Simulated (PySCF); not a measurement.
# CCl−: bond curves at several levels of theory

The task here is to estimate one member of a computed series from the others.

Program: PySCF 2.14.0. Level of theory: C def2-TZVPPD, Cl def2-TZVPPD, no relativity. These are calculated values, not measurements.

The first run:

Settings of the job:

```json
{
 "atoms": "C, Cl",
 "charge": "-1",
 "basis": "C def2-TZVPPD, Cl def2-TZVPPD",
 "Hamiltonian": "no relativity",
 "basis functions": "88",
 "electrons treated": "24",
 "masses in u": "12.0000, 34.9689",
 "levels": "PBE0, PBE, r²SCAN, BLYP, PBEsol, LDA, r²SCAN0, B2PLYP, HSE06, HF, MP2, SCS-MP2, CCSD, CCSD(T)",
 "grid": "80 radial by 434 angular points",
 "occupations": "held fixed by the projection of orbital angular momentum",
 "dissociation limit": "C + Cl−, each in its ground configuration",
 "starting distance in angstrom": "1.780",
 "values of 2S to try": "0, 2"
}
```

Run with:

```console
$ OMP_NUM_THREADS=2 python dia.py task.json out
```

Among the steps run: Set-up; The PBE0 curve of the state that the search chose; Higher solutions at PBE0; PBE (GGA); r²SCAN (meta-GGA); BLYP; PBEsol; LDA; r²SCAN0; B2PLYP; HSE06 (range-separated hybrid); UHF; MP2 and coupled cluster.

One table of the session follows, with a row left open; its other results are not shown here.

```
      level  Re (Å)  ωe (cm⁻¹)  De (eV)
        UHF   1.990        344     0.80
    UHF-MP2   1.858        514     1.65
UHF-SCS-MP2   1.877        485     1.46
   UHF-CCSD   1.888        472     1.48
UHF-CCSD(T)   1.889        474     1.61
        LDA   1.808        556     2.73
        PBE   1.860        505     2.23
     PBEsol   1.835        535     2.47
       BLYP       ?          ?        ?
     r²SCAN   1.872        485     2.06
       PBE0   1.848        516     2.02
    r²SCAN0   1.861        496     1.90
      HSE06   1.852        509     2.00
     B2PLYP   1.881        472     1.70
```

**Question.** Estimate the row for BLYP.

The run gave: Re (Å): 1.915; ωe (cm⁻¹): 440; De (eV): 1.87. In the column «Re (Å)» it lies between UHF-CCSD(T) (1.889) and UHF (1.990).
